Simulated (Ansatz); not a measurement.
# AlH: small, medium and large basis sets

One table from this session's results is given with a row withheld; the runs are named, their logs left out.

Program: Ansatz 0.2.0, Gaussian basis. Level of theory: one geometry, several basis sets. These are calculated values, not measurements.

Levels to be run: PBE0-D4/def2-SVP; ωB97M-V/def2-SVP; PBE0-D4/def2-QZVPP; ωB97M-V/def2-QZVPP; CCSD(T)/cc-pV(D+d)Z; CCSD(T)/cc-pV(T+d)Z; CCSD(T)/cc-pV(Q+d)Z; the functionals' def2-TZVPP values are taken from earlier runs.

### Structure used throughout

The geometry comes from an earlier relaxation with PBE0-D4 in a triple-zeta def2 set; it is a stationary point.

2 atoms, charge 0, spin multiplicity 1.

Atoms are counted from 1 here; the program's logs count them from 0.

Bond lengths: Al1–H2 1.665 Å.

The first run:

in.yaml

```yaml
crystal:
  periodic: [false, false, false]
  atoms:
    - {symbol: Al, position_ang: [0.000000, -0.000000, -0.025687]}
    - {symbol: H, position_ang: [-0.000000, 0.000000, 1.639157]}
basis:
  gaussian: {orbitals: def2-SVP}
hamiltonian: {xc: pbe0, dispersion: d4}
output: {orbitals: {seedname: orbitals}}
```

Started as:

```console
$ ansatz run in.yaml --threads 2 --pin off --events-out ev --progress --plain --max-ram 20480MiB --backend cpu
```

Steps of the session up to this table: PBE0-D4 in def2-SVP; ωB97M-V in def2-SVP; PBE0-D4 in def2-QZVPP; ωB97M-V in def2-QZVPP.

One table of the session follows, with a row left open; its other results are not shown here.

It belongs to the step «Density functionals: the series». 

| functional | basis | HOMO (eV) | LUMO (eV) |
| --- | --- | --- | --- |
| PBE0-D4 | def2-SVP | -5.78 | -1.78 |
| PBE0-D4 | def2-TZVPP | -5.83 | -1.80 |
| PBE0-D4 | def2-QZVPP | -5.84 | -1.82 |
| ωB97M-V | def2-SVP | ? | ? |
| ωB97M-V | def2-TZVPP | -7.72 | -0.02 |
| ωB97M-V | def2-QZVPP | -7.75 | -0.20 |

**Question.** Estimate the row for ωB97M-V, def2-SVP.

As computed: HOMO (eV): -7.64; LUMO (eV): 0.09. In the column «HOMO (eV)» it lies between ωB97M-V, def2-TZVPP (-7.72) and PBE0-D4, def2-QZVPP (-5.84).
